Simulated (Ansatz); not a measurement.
Born–Oppenheimer molecular dynamics of FH4OSi (7 atoms, charge -1, multiplicity 1). It starts from a relaxed structure.

These are results of UHF/def2-SVP (Ansatz), not measurements.

```json
{
  "ensemble": "NVT, Nosé–Hoover chain",
  "time step": "0.5 fs",
  "steps asked": "100",
  "set temperature": "2000 K",
  "thermostat": "time constant 100 fs, chain length 3 (defaults)",
  "seed": "352819"
}
```

First frame:

```xyz
7
Properties=species:S:1:pos:R:3
O 0.388 -0.707 -1.253
H -0.264 -0.460 -1.891
Si 0.049 0.073 0.314
F -0.216 0.798 1.865
H 0.099 1.462 -0.301
H -1.330 -0.560 0.399
H 1.275 -0.605 0.867
```

Question: What does the run give?

Answer: All steps were run.

```
steps done                                               : 100
time covered                                             : 50 fs
mean temperature over the second half                    : 940 K
spread of the potential energy over the second half      : 12.3 meV per atom
mean potential energy of the second half above the start : 104.4 meV per atom
```

The conserved energy stayed within 0.74 meV per atom of its start (net change 0.3 meV per atom), so the integration is sound. The mean temperature of the second half is 53 % below the set value. A run of 0.05 ps of so small a system gives no equilibrium averages. Limits of this set-up: an anion without diffuse functions, the dipole of an ion depends on the origin.

Question: What happens to the structure?

Answer: The same pairs are bonded in the first frame and the last. Pairs count as bonded within 1.25 times the sum of covalent radii (0.12 Å more for H–H). The details hang on the random start.

Question: How do temperature and energy run in time?

Answer: 
| time (fs) | T (K) | potential energy less start (eV) | conserved less start (meV/atom) |
| --- | --- | --- | --- |
| 0.0 | 2000 | 0.000 | 0.00 |
| 4.0 | 1028 | 0.633 | 0.69 |
| 8.0 | 1064 | 0.609 | 0.39 |
| 12.0 | 636 | 0.888 | 0.51 |
| 16.0 | 1227 | 0.506 | 0.17 |
| 20.0 | 878 | 0.740 | 0.64 |
| 24.0 | 981 | 0.677 | 0.40 |
| 28.0 | 889 | 0.742 | 0.34 |
| 32.0 | 780 | 0.819 | 0.45 |
| 36.0 | 962 | 0.710 | 0.44 |
| 40.0 | 874 | 0.777 | 0.53 |
| 44.0 | 1233 | 0.556 | 0.27 |
| 48.0 | 880 | 0.799 | 0.62 |

Time of the run: 43 s on 1 CPU thread of a shared host.
